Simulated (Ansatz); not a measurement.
Two isomers of C5H8O: A = `C=CCC1CO1`, B = `C#CCOCC`.

Isolated molecules relaxed with PBE0-D4/def2-TZVP in Ansatz; ΔE leaves out vibrations. CCSD(T)/CBS adds triple-zeta CCSD(T) − MP2 to the extrapolated MP2 energy (def2 sets, frozen cores). Functionals use def2-TZVPP. B3LYP here is the variant with VWN-RPA as its local correlation; programs differ in this. Each species was taken in one conformer, which may not be the lowest.

Problem. Which isomer does CCSD(T)/CBS put lower? Give the gap. (Estimate.)

Solution. Computed: A, by 41.8 kJ/mol.

Problem. Give E(B) − E(A) in kJ/mol with CCSD/def2-TZVPP, MP2/def2-TZVPP, B2PLYP, PBE0-D4, B3LYP, PBE-D4, B3LYP-D4. (Best estimate.)

Solution. The calculation gave: CCSD/def2-TZVPP 41.1, MP2/def2-TZVPP 40.5, B2PLYP 35.6, PBE0-D4 62.5, B3LYP 37.2, PBE-D4 60.7, B3LYP-D4 41.0. None reverses the order clearly.

Largest T1 diagnostic: 0.011.

The D4 term adds +3.7 kJ/mol with B3LYP and +1.9 kJ/mol with PBE0; it sums over pairs of atoms, weighted by their polarisabilities, and B3LYP, whose exchange is more repulsive, gets the larger term. In def2-TZVPP, CCSD(T) changes the Hartree–Fock value by +16.7 kJ/mol (the triples alone add +1.5 kJ/mol) and MP2 by +14.5 kJ/mol.
